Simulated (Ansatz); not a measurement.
We consider litharge SnO, described by r²SCAN (PAW; Ansatz, an electronic-structure program).

Run with plane-wave cutoff 560 eV, 10×10×8 k mesh (along the axes of the cell as run), Fermi–Dirac smearing 0.01 eV, scalar-relativistic PAW data made under PBE.

Cell (measured lattice):

```
SnO
1.0
    3.80100     0.00000     0.00000
    0.00000     3.80100     0.00000
    0.00000     0.00000     4.83500
Sn O
2 2
Direct
  0.50000   0.00000   0.76310
  0.00000   0.50000   0.23690
  0.50000   0.50000   0.00000
  0.00000   0.00000   0.00000
```

Problem. Predict the band gap, smallest direct gap on the k points sampled and direct gap at Γ.

Solution. 
band gap: 0.19 eV
smallest direct gap on the k points sampled: 2.32 eV
direct gap at Γ: 2.44 eV

Note: cell and atoms aren't relaxed at this level (pressure 0.7 GPa).

Spin–orbit coupling is not included.

Static lattice: no zero-point or thermal effects.
